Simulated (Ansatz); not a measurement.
Reaction: C3H7Cl (SMILES CCCCl) → C2H4Cl (SMILES [CH2]CCl, doublet) + CH3 (SMILES [CH3], doublet) (the C-C bond breaks)
Each species at its own B3LYP-D3(BJ)/def2-TZVP minimum (Ansatz, an electronic-structure program), one conformer.

Quantity: bond dissociation energy (electronic), in kJ/mol. UHF or UKS for unpaired electrons; spin-orbit terms are left out. CBS(X,Y): correlation extrapolated as X^-3, Hartree-Fock from the larger set. A bracket is a step between two methods taken in the basis named. The functionals are non-relativistic, so their misses hold any scalar relativity. Double hybrids freeze cores in their MP2 part. '+ core + X2C': CCSD(T) terms for core correlation (cc-pwCVTZ, 1s frozen past Ne) and scalar relativity (cc-pVTZ-DK).

CCSD(T)/CBS(cc-pV(T+d)Z,cc-pV(Q+d)Z) + [CCSDT(Q) - CCSD(T)]/cc-pV(D+d)Z + core + X2C (Ansatz) gives 403.9 kJ/mol.

Problem. How far off this value is PBE/def2-TZVPD (Ansatz), in which direction, and which of these levels come nearer: r2SCAN/def2-TZVPD, PBE0/def2-TZVPD, wB97M-V/def2-TZVPD, B2PLYP/def2-TZVPD, CCSD(T)/CBS(cc-pV(T+d)Z,cc-pV(Q+d)Z) + core + X2C?

Solution. PBE gives 386.4 kJ/mol, 17.5 kJ/mol below it. Differences of the others: r2SCAN/def2-TZVPD (Ansatz) -42.4; PBE0/def2-TZVPD (Ansatz) -17.5; wB97M-V/def2-TZVPD (Ansatz) -0.5; B2PLYP/def2-TZVPD (Ansatz) -20.9; CCSD(T)/CBS(cc-pV(T+d)Z,cc-pV(Q+d)Z) + core + X2C (Ansatz) 0.6 kJ/mol. Nearer than PBE: wB97M-V/def2-TZVPD, CCSD(T)/CBS(cc-pV(T+d)Z,cc-pV(Q+d)Z) + core + X2C.
